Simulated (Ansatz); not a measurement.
# B$_{2}$⁺, quartet in cc-pVTZ: errors against full CI

Geometry: that of the B2⁺, doublet, kept fixed. The doublet lies 0.7 eV lower here.

| atom | x (Å) | y (Å) | z (Å) |
| --- | --- | --- | --- |
| B | 0.0000 | 0.0000 | 0.0000 |
| B | 0.0000 | 0.0000 | 1.7042 |

Basis cc-pVTZ; Ansatz 0.2.0. Correlated methods freeze the noble-gas cores, which leaves 5 electrons in 58 orbitals. R marks a restricted (for open shells ROHF) determinant, U an unrestricted one. Active spaces: valence = (5e, 8o) chosen from the atoms' valence shells.

Full CI is exact within this basis and frozen core; it isn't the basis-set limit. The frozen core follows each run's orbitals, which can shift R against U totals by a few meV.

For open shells CISD is restricted-active-space CI with the open shells as a complete middle space.

The UHF ⟨S²⟩ is 3.753. The T1 diagnostic (RCCSD) is 0.0223 and the largest doubles amplitude (RCCSD) is 0.086. The T1 diagnostic (UCCSD) is 0.0186.

```csv
level,E − E(full CI) (kJ/mol),share of correlation (%),wall time
RHF,244.6,0.00,–
UHF,240.5,1.67,–
RMP2,64.0,73.84,–
UMP2,63.9,73.89,–
CISD,11.9,95.14,4.4 s
RCCSD,11.9,95.12,–
UCCSD,11.7,95.20,–
RCCSD(T),3.0,98.79,3 s
UCCSD(T),2.9,98.82,2.6 s
BCCD(T),2.9,98.80,3.6 s
RCCSDT,0.4,99.86,–
UCCSDT,0.3,99.88,–
RCCSDT(Q),0.1,99.97,31 s
UCCSDT(Q),0.0,100.00,30 s
CASSCF (valence space),114.9,53.01,–
NEVPT2 (valence space),28.6,88.32,1.8 s
MRCISD (valence space),4.1,98.33,–
MRCISD+Q (valence space),1.4,99.41,4.3 s
```

The correlation energy at full CI, counted from RHF, is -2.535 eV. That run took 9 min on 1 thread of Arm Neoverse N1, shared host over 3,075,870 determinants.

Times hold each run's SCF and search for its determinant on a shared host, so for small cases they say little of a method's own cost; they ran on 1 thread of Arm Neoverse N1.

The full-CI state has the irrep B3g of D2h, in the program's axes (one component, if the state is degenerate).

Natural occupations of full CI about the gap: 1.921 0.995 0.985 0.973 0.035 0.027 0.021 0.010 0.006 0.005; effectively unpaired electrons, Σ n²(2−n)², 3.03.
